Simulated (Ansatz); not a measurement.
A displaced shape of singlet PH₃:

| atom | x (Å) | y (Å) | z (Å) |
| --- | --- | --- | --- |
| P | 0.0274 | -0.0371 | 0.1495 |
| H | 1.1948 | -0.0001 | -0.6009 |
| H | -0.6180 | 1.0376 | -0.6968 |
| H | -0.6345 | -1.0155 | -0.6784 |

It was optimised with PBE0/def2-SVP in Ansatz (development build ahead of 0.2.0) to forces under 0.001 eV/Å, with restricted orbitals. Each step stands on the lowest determinant of that kind that the program's search found.

Problem. What shape does it relax to, and how does the optimisation go?

Solution.

```xyz
4

P    -0.0241   -0.0050    0.1287
H     1.1937   -0.0115   -0.6181
H    -0.5930    1.0367   -0.6661
H    -0.6070   -1.0352   -0.6710
```

Bond lengths: P1–H2 1.429 Å, P1–H3 1.429 Å, P1–H4 1.429 Å. Angles: H2–P1–H3 93.0°, H2–P1–H4 93.0°, H3–P1–H4 93.0°.

| step | E − E(start) (eV) | largest force (eV/Å) |
| --- | --- | --- |
| 1 | 0.0000 | 1.7666 |
| 2 | -0.0890 | 0.4330 |
| 3 | -0.1037 | 0.0474 |
| 4 | -0.1037 | 0.0018 |
| 5 | -0.1037 | 0.0001 |

The optimisation ended after 5 steps with its threshold met.
